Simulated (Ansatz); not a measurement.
We consider grey tin (α-Sn), described by r²SCAN50 in Ansatz (plane waves, PAW).

Settings: plane-wave cutoff 520 eV, 8×8×8 k mesh, Fermi–Dirac smearing 0.01 eV, scalar-relativistic PAW data made under PBE.

The cell is scaled about its equilibrium volume:

| V (Å³/atom) | P (GPa) | direct gap at Γ (eV) |
|---|---|---|
| 31.906 | 3.18 | 2.254 |
| 33.065 | 0.89 | 1.885 |
| 33.585 | -0.01 | 1.724 |
| 34.425 | -1.29 | 1.467 |
| 35.117 | -2.22 | 1.259 |

A straight line through the gaps at Γ against ln V gives a volume deformation potential dE_g(Γ)/d ln V of -10.4 eV: the gap at Γ widens under compression.

Measured, for comparison: band gap 0 eV (temperature not stated, not corrected to a static lattice; as tabulated in Das et al. (2018), arXiv:1807.05623).

Spin–orbit coupling is not included.

Ansatz is a quantum-chemistry and plane-wave program.
